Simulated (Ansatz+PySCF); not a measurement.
Values are calculated unless marked as measured or tabulated.
Input for Ansatz (development build ahead of 0.2.0):

```yaml
crystal:
  periodic: [false, false, false]
  atoms:
    - { symbol: C, position_ang: [0.0, 0.0, 0.0] }
    - { symbol: S, position_ang: [0.81168, 1.08225, 2.34313] }
basis:
  gaussian: { orbitals: STO-3G }
hamiltonian:
  xc: hf
correlation:
  method: fci
  frozen_orbitals: { C: 1, S: 5 }
```

The input is written out in the form of the current development build from the run's settings.

Results

```json
{
 "Converged": "yes",
 "Total energy": "-430.37425 hartree",
 "State": "lowest singlet root, of any spatial symmetry"
}
```
